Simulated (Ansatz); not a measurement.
The input, for Ansatz 0.2.0:

```yaml
crystal:
  periodic: [false, false, false]
  atoms:
    - {symbol: B, position_ang: [0.000000, 0.000000, 0.000000]}
    - {symbol: N, position_ang: [0.000000, 0.000000, 1.315453]}
basis:
  gaussian: {orbitals: "6-31++G**"}
total_charge: 1
magnetization: {spin_polarized: false, initial_magnetization: 1}
correlation: {active_space: {window: {electrons: 1, orbitals: 1}}}
```

```sh
$ ansatz run in.yaml --threads 1 --pin off --events-out ev --progress --plain --max-ram 2393MiB
```

Q: How does this run end?

A: Converged. The settings were drawn as a stress test.
```
340 factors; integrals over basis functions are off by at most 8.0e-4 eV
mean field evaluation 1: about -2129.7154 eV, gradient 5.0e1 eV
mean field evaluation 2: about -2129.7159 eV, gradient 5.0e1 eV
mean field evaluation 4: about -2136.0700 eV, gradient 1.3e1 eV
mean field evaluation 8: about -2136.7087 eV, gradient 3.6e-1 eV
mean field evaluation 16: about -2137.1660 eV, gradient 3.0e0 eV
mean field evaluation 32: about -2136.7114 eV, gradient 5.0e-1 eV
mean field evaluation 64: about -2136.7100 eV, gradient 8.7e-7 eV
mean field evaluation 96: about -2136.7094 eV, gradient 2.5e-1 eV
mean field -2137.27207428 eV, -78.5433000349 hartree, gradient 2.7e-6 eV, S^2 0.750000; 6 other end points of the search recorded, 0 dependent functions left out
reference -2137.27207428 eV, -78.5433000349 hartree; 6, 5 occupied and 32, 33 virtual orbitals, 340 factors
state -2137.27207428 eV, -78.5433000349 hartree
Total energy: -2137.27207428 eV, -78.5433000349 hartree
```
